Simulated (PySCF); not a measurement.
Fluorine: a sound run and one with changed settings

Sound run: F [He] 2s2 2p5, F+ [He] 2s2 2p4. All numbers are calculated (PySCF 2.14, scalar relativity by spin-free X2C-1e, in x2c-TZVPall (5s3p2d1f, 31 functions)). In the sound run the correlated levels freeze 1s2. The sound run starts from symmetry-adapted Hartree-Fock orbitals and uses a fine grid where one is needed.

Changed run: a valence shell is frozen. This setting is unsound on purpose.

```json
{"species": "F", "method": "MP2", "sound run (hartree)": "-99.69685", "changed run (hartree)": "-99.62083", "converged": "yes"}
{"species": "F", "method": "CCSD(T)", "sound run (hartree)": "-99.71230", "changed run (hartree)": "-99.62821", "converged": "yes"}
{"species": "F+", "method": "MP2", "sound run (hartree)": "-99.06494", "changed run (hartree)": "-98.99054", "converged": "yes"}
{"species": "F+", "method": "CCSD(T)", "sound run (hartree)": "-99.08260", "changed run (hartree)": "-98.99749", "converged": "yes"}
```

Ionisation energy of F:

```
 method  sound run (eV)  changed run (eV)
    UHF          15.641            15.641
    MP2          17.195            17.151
SCS-MP2          17.180            17.211
   CCSD          17.093            17.125
CCSD(T)          17.135            17.163
```

Freezing a valence shell removes pair correlation that changes on ionisation.

For comparison, NIST gives 17.423 eV between the lowest levels.
